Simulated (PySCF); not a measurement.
Molecule: `c1ccccc1`, C6H6.

Geometry (Å), atoms numbered from 1 in this order:
```xyz
12

C    -0.7990    1.1426    0.0368
C    -1.3887   -0.1181   -0.0533
C    -0.5897   -1.2608   -0.0903
C     0.7990   -1.1426   -0.0368
C     1.3887    0.1181    0.0533
C     0.5897    1.2608    0.0903
H    -1.4250    2.0379    0.0655
H    -2.4768   -0.2106   -0.0952
H    -1.0519   -2.2485   -0.1610
H     1.4250   -2.0379   -0.0655
H     2.4768    0.2106    0.0952
H     1.0519    2.2485    0.1610
```

Spin–spin couplings on one PBE0-D3(BJ)/def2-SVP geometry, PySCF 2.14, gas phase, non-relativistic, equivalent pairs averaged (without the spin–dipole term); isotopes $^{13}$C, $^{1}$H; basis pcJ-1.

Reference values (Hz): $^{1}J$(C1,C2) = 55.8 (measured; Green and Yates, arXiv:1403.0524 (values compiled by Lantto, Vaara, Helgaker 2002)); $^{2}J$(C1,C3) = -2.5 (measured; Green and Yates, arXiv:1403.0524 (values compiled by Lantto, Vaara, Helgaker 2002)); $^{3}J$(C1,C4) = 10.1 (measured; Green and Yates, arXiv:1403.0524 (values compiled by Lantto, Vaara, Helgaker 2002)); $^{1}J$(C1,H7) = 158.3 (measured; Green and Yates, arXiv:1403.0524 (values compiled by Lantto, Vaara, Helgaker 2002)); $^{2}J$(C1,H8) = 1.0 (measured; Green and Yates, arXiv:1403.0524 (values compiled by Lantto, Vaara, Helgaker 2002)); $^{3}J$(C1,H9) = 7.6 (measured; Green and Yates, arXiv:1403.0524 (values compiled by Lantto, Vaara, Helgaker 2002)).

Q: How do the couplings (Hz) change with the functional? Times are CPU seconds on shared hosts with different chips, so compare them loosely.

A: 
```tsv
functional	functions	$^{1}J$(C1,C2)	$^{2}J$(C1,C3)	$^{3}J$(C1,C4)	$^{1}J$(C1,H7)	$^{2}J$(C1,H8)	$^{3}J$(C1,H9)	mean abs. error	core-s
LDA	222	43.9	0.5	8.1	130.0	2.7	6.1	7.9	17
PBE	222	54.7	-0.5	8.5	152.9	2.0	7.4	1.9	23
KT2	222	44.3	-0.8	7.3	163.4	2.3	8.5	3.9	23
B3LYP	222	61.9	-1.2	8.9	166.3	1.6	8.0	2.9	19
PBE0	222	60.0	-2.3	9.4	158.2	0.4	8.2	1.0	25
B97-2	222	58.9	-2.0	9.3	151.3	1.0	7.7	1.9	25
BHandHLYP	222	73.3	-5.9	12.6	179.0	-1.5	10.2	7.9	26
CAM-B3LYP	222	61.2	-1.6	9.3	164.0	1.3	8.2	2.3	35
```

Errors compare magnitudes, without vibrational corrections, and the largest couplings weigh most in the mean. Closest: PBE0; furthest: LDA. Left out for a near triplet instability: HF/pcJ-1.
